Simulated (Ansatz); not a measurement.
This Ansatz (an electronic-structure program) input (wB97M-V/def2-SVP) gives -535.69798 Eh with 37 basis functions. A basis named .json is the Basis Set Exchange file of that set (core-valence sets with the plain set on hydrogen).

Ansatz 0.2 input:
```yaml
crystal:
  periodic: [false, false, false]
  atoms:
    - {symbol: O, position_ang: [0.02204159, 1.10436371, -0.00118827]}
    - {symbol: H, position_ang: [-0.92327012, 1.31460394, 0.01604549]}
    - {symbol: Cl, position_ang: [0.04393750, -0.59703021, -0.00038467]}
basis:
  gaussian:
    orbitals: def2-SVP
hamiltonian:
  xc: {name: wB97M-V}
magnetization: {spin_polarized: false}
```

Change:
```diff
- orbitals: def2-SVP
+ orbitals: 6-31+G_.json
```

What does the run give now?

-535.89092 Eh (wB97M-V/6-31+G*, 44 functions), a change of -192.94 mEh.
